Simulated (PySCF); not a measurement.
# C2H8Si (dimethylsilane): the cost of one run

Programs: PySCF 2.14.0, with density-fitted response routines of our own. Each step states its level of theory. These are calculated values for one molecule in the gas phase, unless marked as measured. Atoms are numbered from 0 throughout.

## 1. Starting geometry

11 atoms, charge 0, multiplicity 1; geometry from: GFN2-xTB.

Bonds of the start (Å): C0–Si1 1.90, Si1–C2 1.90, C0–H3 1.09, C0–H4 1.09, C0–H5 1.09, Si1–H6 1.47, Si1–H7 1.47, C2–H8 1.09, C2–H9 1.09, C2–H10 1.09.

## 2. Relaxing the molecule at PBE0-D3(BJ)/def2-SVP

Job settings and geometry (Å):

```
{"job": {"xc": "PBE0", "basis": "def2-SVP", "d3": "d3bj", "grid": 1, "kind": "geom"}, "charge": 0, "multiplicity": 1}
C      1.475900     0.554120    -0.202240
Si     0.118740    -0.758350     0.045750
C     -1.572270     0.100840     0.147290
H      2.182310     0.551380     0.622230
H      1.059100     1.554840    -0.271210
H      2.041990     0.374650    -1.111180
H      0.358900    -1.504410     1.289020
H      0.121210    -1.705530    -1.077990
H     -2.372450    -0.620090     0.284970
H     -1.613870     0.798050     0.980390
H     -1.788730     0.659850    -0.758970
```

Launch:

```bash
$ OMP_NUM_THREADS=1 python probes_run.py task.json out
```

This one command runs all jobs of the session in turn.

Q: Estimate the wall time and peak memory of this first job on 1 thread of Intel Xeon Platinum 8488C, shared host.

About 8 s, with a peak of 0.35 GiB.
